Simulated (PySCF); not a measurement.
## Atomic charges against the basis set

Species: CHCl3.
Structure used (PBE0-D3(BJ)/def2-SVP), in Å, numbered top down from 1:
```xyz
5
CHCl3 angstrom
Cl     0.3618   -1.6219   -0.5088
C      0.0050   -0.0034    0.1016
Cl     1.2058    1.1674   -0.4492
Cl    -1.6293    0.5008   -0.3381
H      0.0567   -0.0428    1.1945
```

PBE0 throughout (PySCF), one geometry, spherical d and f functions. Geometry: PBE0-D3(BJ)/def2-SVP; no solvent, vibrations or thermal averaging. Atoms taken as equivalent share a column and are averaged.

Mulliken charges (e):

```json
{"basis": "STO-3G", "functions": "33", "Cl1/Cl3/Cl4": "-0.052", "C2": "-0.015", "H5": "+0.171"}
{"basis": "6-31G", "functions": "50", "Cl1/Cl3/Cl4": "+0.158", "C2": "-0.803", "H5": "+0.329"}
{"basis": "pcSseg-0", "functions": "50", "Cl1/Cl3/Cl4": "+0.111", "C2": "-0.734", "H5": "+0.402"}
{"basis": "6-31G*", "functions": "70", "Cl1/Cl3/Cl4": "+0.061", "C2": "-0.490", "H5": "+0.306"}
{"basis": "def2-SVP", "functions": "73", "Cl1/Cl3/Cl4": "-0.067", "C2": "+0.041", "H5": "+0.159"}
{"basis": "cc-pVDZ", "functions": "73", "Cl1/Cl3/Cl4": "+0.004", "C2": "-0.184", "H5": "+0.173"}
{"basis": "pcSseg-1", "functions": "94", "Cl1/Cl3/Cl4": "-0.013", "C2": "-0.199", "H5": "+0.237"}
{"basis": "aug-cc-pVDZ", "functions": "113", "Cl1/Cl3/Cl4": "+0.151", "C2": "-0.706", "H5": "+0.252"}
{"basis": "6-311+G(2d,p)", "functions": "138", "Cl1/Cl3/Cl4": "+0.077", "C2": "-0.470", "H5": "+0.239"}
{"basis": "cc-pVTZ", "functions": "146", "Cl1/Cl3/Cl4": "-0.057", "C2": "+0.011", "H5": "+0.161"}
{"basis": "def2-TZVP", "functions": "148", "Cl1/Cl3/Cl4": "-0.055", "C2": "-0.009", "H5": "+0.173"}
{"basis": "IGLO-III", "functions": "177", "Cl1/Cl3/Cl4": "+0.080", "C2": "-0.375", "H5": "+0.134"}
```

IAO charges (e):

```csv
basis,functions,Cl1/Cl3/Cl4,C2,H5
STO-3G,33,+0.007,-0.204,+0.183
6-31G,50,-0.010,-0.190,+0.219
pcSseg-0,50,-0.005,-0.204,+0.221
6-31G*,70,-0.020,-0.143,+0.204
def2-SVP,73,-0.025,-0.120,+0.194
cc-pVDZ,73,-0.027,-0.120,+0.201
pcSseg-1,94,-0.025,-0.129,+0.203
aug-cc-pVDZ,113,-0.031,-0.112,+0.205
"6-311+G(2d,p)",138,-0.027,-0.125,+0.206
cc-pVTZ,146,-0.028,-0.119,+0.205
def2-TZVP,148,-0.027,-0.124,+0.204
IGLO-III,177,-0.024,-0.133,+0.205
```

Hirshfeld charges (e):

| basis | functions | Cl1/Cl3/Cl4 | C2 | H5 |
| --- | --- | --- | --- | --- |
| STO-3G | 33 | -0.107 | +0.257 | +0.064 |
| 6-31G | 50 | -0.047 | +0.071 | +0.068 |
| pcSseg-0 | 50 | -0.039 | +0.064 | +0.054 |
| 6-31G* | 70 | -0.052 | +0.085 | +0.071 |
| def2-SVP | 73 | -0.038 | +0.059 | +0.055 |
| cc-pVDZ | 73 | -0.040 | +0.060 | +0.058 |
| pcSseg-1 | 94 | -0.037 | +0.053 | +0.057 |
| aug-cc-pVDZ | 113 | -0.029 | +0.029 | +0.058 |
| 6-311+G(2d,p) | 138 | -0.028 | +0.025 | +0.060 |
| cc-pVTZ | 146 | -0.033 | +0.039 | +0.061 |
| def2-TZVP | 148 | -0.032 | +0.036 | +0.060 |
| IGLO-III | 177 | -0.026 | +0.024 | +0.055 |

ESP-fitted charges (e):

```
        basis  functions  Cl1/Cl3/Cl4      C2      H5
       STO-3G         33       -0.106  +0.167  +0.152
        6-31G         50       -0.037  -0.149  +0.261
     pcSseg-0         50       -0.061  -0.050  +0.232
       6-31G*         70       +0.035  -0.428  +0.323
     def2-SVP         73       +0.032  -0.393  +0.296
      cc-pVDZ         73       +0.050  -0.470  +0.320
     pcSseg-1         94       +0.042  -0.446  +0.321
  aug-cc-pVDZ        113       +0.072  -0.563  +0.348
6-311+G(2d,p)        138       +0.078  -0.589  +0.354
      cc-pVTZ        146       +0.052  -0.475  +0.319
    def2-TZVP        148       +0.058  -0.501  +0.326
     IGLO-III        177       +0.100  -0.673  +0.373
```

Q: Which scheme is steadiest as the basis changes?

A: Largest range over the bases for any column: IAO 0.09 e, Hirshfeld 0.23 e, ESP-fitted 0.84 e, Mulliken 0.84 e. IAO charges move least and Mulliken and ESP-fitted charges most, counted in e. Without the minimal STO-3G basis the ranges are IAO 0.09, Hirshfeld 0.06, ESP-fitted 0.62, Mulliken 0.84 e.

Q: How much do the charges still move between the two largest bases, def2-TZVP and IGLO-III?

A: At most, over all atoms: Mulliken 0.365 e, IAO 0.009 e, Hirshfeld 0.012 e, ESP-fitted 0.172 e.

Q: What do the same runs give for the total energy, the frontier levels and the dipole moment?

A: 
| basis | energy (Eh) | HOMO (eV) | LUMO (eV) | μ (D) |
| --- | --- | --- | --- | --- |
| STO-3G | -1403.3434 | -7.66 | 1.83 | 1.52 |
| 6-31G | -1418.6630 | -9.07 | -0.91 | 1.51 |
| pcSseg-0 | -1417.1029 | -9.15 | -0.70 | 1.56 |
| 6-31G* | -1418.7329 | -8.90 | -0.89 | 1.27 |
| def2-SVP | -1418.3276 | -8.70 | -0.16 | 1.17 |
| cc-pVDZ | -1418.8112 | -8.81 | -0.67 | 1.15 |
| pcSseg-1 | -1418.7279 | -8.99 | -0.92 | 1.20 |
| aug-cc-pVDZ | -1418.8229 | -8.94 | -1.05 | 1.09 |
| 6-311+G(2d,p) | -1418.8445 | -8.93 | -1.13 | 1.08 |
| cc-pVTZ | -1418.8719 | -8.88 | -0.85 | 1.11 |
| def2-TZVP | -1418.8529 | -8.87 | -0.85 | 1.09 |
| IGLO-III | -1418.8395 | -8.75 | -0.81 | 1.01 |

The dipole is fixed by the density alone, so its range of 0.55 D shows that the density itself changes with the basis, not only its division among atoms.
